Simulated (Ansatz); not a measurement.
## Grey tin (α-Sn)

Method: r²SCAN (PAW; Ansatz, a program for electronic structure).

Run with plane-wave cutoff 500 eV, 8×12×1 k mesh (along the axes of the cell as run), Fermi–Dirac smearing 0.1 eV, scalar-relativistic PAW data made under PBE.

Cell: relaxed at this level.

```
Item                                 Result
--------------------------------  ---------
surface energy of the (110) face  0.96 J/m²
work function of the (110) face     4.57 eV
```

The slab of 16 atoms is relaxed and unreconstructed.

Spin–orbit coupling is not included.

Static lattice: no zero-point or thermal effects.

The result took about 50 core-minutes (a rough figure).
